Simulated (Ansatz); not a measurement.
AlNH$_{3}$Cl, singlet: a nudged elastic band.

The input file, in.yaml:

```yaml
crystal:
  periodic: [false, false, false]
  atoms:
    - {symbol: Al, position_ang: [-0.307364, -0.344944, -0.621054]}
    - {symbol: N, position_ang: [0.551903, 0.329937, 0.753571]}
    - {symbol: H, position_ang: [0.345549, -1.420393, -1.560683]}
    - {symbol: Cl, position_ang: [-2.259618, 0.339055, -0.974209]}
    - {symbol: H, position_ang: [1.490203, 0.076334, 1.017082]}
    - {symbol: H, position_ang: [0.179426, 1.020011, 1.385293]}
basis:
  gaussian: {orbitals: def2-SVP}
hamiltonian: {xc: pbe0, dispersion: d4}
neb:
  images: 5
  climbing: true
  max_iterations: 40
  initial_path: idpp
  final_atoms:
    - {symbol: Al, position_ang: [-1.063073, -1.212094, -0.684673]}
    - {symbol: N, position_ang: [0.632530, -0.018212, 0.208973]}
    - {symbol: H, position_ang: [1.428847, 0.053468, -0.416911]}
    - {symbol: Cl, position_ang: [-2.234946, 0.664611, -0.572458]}
    - {symbol: H, position_ang: [0.968778, -0.403082, 1.086209]}
    - {symbol: H, position_ang: [0.267965, 0.915309, 0.378862]}
```

Command:

```bash
ansatz run in.yaml --threads 2 --pin off --events-out ev --progress --plain --max-ram 4352MiB
```

Output of Ansatz 0.2.0:

```
Functional definition: PBE0
  name "PBE0"
  cite "Adamo & Barone, J. Chem. Phys. 110, 6158 (1999) doi:10.1063/1.478522"
  cite "Perdew, Burke & Ernzerhof, Phys. Rev. Lett. 77, 3865 (1996) doi:10.1103/PhysRevLett.77.3865"
  parent pbe
  parameter a = 0.25
  parameter kappa = 0.804
  parameter beta = 0.06672455060314922
  exchange = (1 - a)*pbe_x(kappa = kappa, mu = beta*pi^2/3) + a*exact_x
  correlation = pbe_c(beta = beta)
662 factors; integrals over basis functions are off by at most 2.4e-4 eV
mean field evaluation 1: about -20639.1667 eV, gradient 5.4e1 eV
mean field evaluation 2: about -20625.0788 eV, gradient 8.7e1 eV
mean field evaluation 4: about -20645.0377 eV, gradient 2.9e0 eV
mean field evaluation 8: about -20645.0691 eV, gradient 1.4e-1 eV
mean field evaluation 16: about -20645.0692 eV, gradient 3.7e-5 eV
mean field -20645.06916477 eV, -758.6922980747 hartree, gradient 3.7e-5 eV, S^2 0.000000; 0 other end points of the search recorded, 0 dependent functions left out
the calculation of the forces begins
reference -20645.06919034 eV, -758.6922990146 hartree; 20, 20 occupied and 45, 45 virtual orbitals, 662 factors
663 factors; integrals over basis functions are off by at most 1.2e-3 eV
mean field -20644.20335506 eV, -758.6604801547 hartree, gradient 8.0e-6 eV, S^2 0.000000; 0 other end points of the search recorded, 0 dependent functions left out
the calculation of the forces begins
reference -20644.20338036 eV, -758.6604810845 hartree; 20, 20 occupied and 45, 45 virtual orbitals, 663 factors
WARN: NEB end point (image 0): max|allowed force component| = 2.999e-1 eV/Å (the criterion of neb.relax_end_points is 1.000e-2). That is over neb.f_tol: it is no minimum, so the barrier can be far off. Relax it first
WARN: NEB end point (image 6): max|allowed force component| = 2.698e-1 eV/Å (the criterion of neb.relax_end_points is 1.000e-2). That is over neb.f_tol: it is no minimum, so the barrier can be far off. Relax it first
662 factors; integrals over basis functions are off by at most 2.9e-4 eV
mean field evaluation 32: about -20638.1477 eV, gradient 5.4e1 eV
mean field -20644.41115450 eV, -758.6681166432 hartree, gradient 5.2e-5 eV, S^2 0.000000; 0 other end points of the search recorded, 0 dependent functions left out
the calculation of the forces begins
reference -20644.41117992 eV, -758.6681175775 hartree; 20, 20 occupied and 45, 45 virtual orbitals, 662 factors
662 factors; integrals over basis functions are off by at most 4.1e-4 eV
mean field -20642.96433857 eV, -758.6149471388 hartree, gradient 2.4e-5 eV, S^2 0.000000; 0 other end points of the search recorded, 0 dependent functions left out
the calculation of the forces begins
reference -20642.96436411 eV, -758.6149480772 hartree; 20, 20 occupied and 45, 45 virtual orbitals, 662 factors
662 factors; integrals over basis functions are off by at most 3.6e-4 eV
mean field evaluation 64: about -20633.2032 eV, gradient 5.8e1 eV
mean field -20641.58117192 eV, -758.5641167017 hartree, gradient 4.9e-5 eV, S^2 0.000000; 0 other end points of the search recorded, 0 dependent functions left out
the calculation of the forces begins
reference -20641.58119764 eV, -758.5641176469 hartree; 20, 20 occupied and 45, 45 virtual orbitals, 662 factors
663 factors; integrals over basis functions are off by at most 8.8e-4 eV
mean field evaluation 96: about -20641.3500 eV, gradient 7.8e-5 eV
mean field -20641.35001491 eV, -758.5556218385 hartree, gradient 7.8e-5 eV, S^2 0.000000; 0 other end points of the search recorded, 0 dependent functions left out
the calculation of the forces begins
reference -20641.35004091 eV, -758.5556227940 hartree; 20, 20 occupied and 45, 45 virtual orbitals, 663 factors
665 factors; integrals over basis functions are off by at most 9.8e-4 eV
mean field -20642.83987068 eV, -758.6103730282 hartree, gradient 4.9e-5 eV, S^2 0.000000; 0 other end points of the search recorded, 0 dependent functions left out
the calculation of the forces begins
reference -20642.83989630 eV, -758.6103739697 hartree; 20, 20 occupied and 45, 45 virtual orbitals, 665 factors
NEB iter   1: max|band force component| = 4.956e0 eV/Å  barrier→ = 3.6974 eV  barrier← = 2.8468 eV  Δτ_max = 0.2000 Å  (180 SCF iters)
NEB iter   2: max|band force component| = 2.147e0 eV/Å  barrier→ = 2.9567 eV  barrier← = 2.1061 eV  Δτ_max = 0.2000 Å  (145 SCF iters)
NEB iter   3: max|band force component| = 6.061e0 eV/Å  barrier→ = 2.6974 eV  barrier← = 1.8468 eV  Δτ_max = 0.0988 Å  (139 SCF iters)
NEB iter   4: max|band force component| = 8.362e-1 eV/Å  barrier→ = 2.4487 eV  barrier← = 1.5981 eV  Δτ_max = 0.0932 Å  (135 SCF iters)
NEB iter   5: max|band force component| = 1.539e0 eV/Å  barrier→ = 2.4333 eV  barrier← = 1.5827 eV  CI = image 3  Δτ_max = 0.1981 Å  (134 SCF iters)
NEB iter   6: max|band force component| = 3.521e0 eV/Å  barrier→ = 2.8998 eV  barrier← = 2.0492 eV  CI = image 3  Δτ_max = 0.1012 Å  (140 SCF iters)
NEB iter   7: max|band force component| = 9.027e-1 eV/Å  barrier→ = 2.7922 eV  barrier← = 1.9416 eV  CI = image 3  Δτ_max = 0.1156 Å  (133 SCF iters)
NEB iter   8: max|band force component| = 3.631e-1 eV/Å  barrier→ = 2.8210 eV  barrier← = 1.9704 eV  CI = image 3  Δτ_max = 0.0501 Å  (136 SCF iters)
NEB iter   9: max|band force component| = 1.617e-1 eV/Å  barrier→ = 2.8162 eV  barrier← = 1.9656 eV  CI = image 3  Δτ_max = 0.0210 Å  (127 SCF iters)
NEB iter  10: max|band force component| = 9.731e-2 eV/Å  barrier→ = 2.8153 eV  barrier← = 1.9647 eV  CI = image 3  Δτ_max = 0.0046 Å  (126 SCF iters)
NEB iter  11: max|band force component| = 3.530e-2 eV/Å  barrier→ = 2.8152 eV  barrier← = 1.9645 eV  CI = image 3  Δτ_max = 0.0000 Å  (858 SCF iters)
Total energy: -20642.33757295 eV, -758.5919139270 hartree
Atom 0 at    -0.894695    -0.819504     0.094529 Å, force     0.006274    -0.011450     0.003248 eV/Å
Atom 1 at     0.665606     0.244039     0.144036 Å, force    -0.001004     0.001801     0.000447 eV/Å
Atom 2 at     0.518801    -0.890023    -0.854097 Å, force     0.002341    -0.002496    -0.004342 eV/Å
Atom 3 at    -2.629150     0.418930     0.035605 Å, force    -0.012383     0.009250    -0.001068 eV/Å
Atom 4 at     1.474571    -0.195641     0.587292 Å, force     0.002562     0.002057     0.000106 eV/Å
Atom 5 at     0.864966     1.242199    -0.007366 Å, force     0.002209     0.000838     0.001609 eV/Å
Dipole moment:     0.650589     0.171260     0.130885 e Å

[the SCF lines of later steps are left out]
```

The lines “mean field evaluation” count trial sets of orbitals through the whole run, from several starts and some on an approximate energy, so they need not fall steadily or lie above the final value.

Hardware: 2 CPU threads of an Arm Neoverse V2, shared host. Wall time about 64 s.
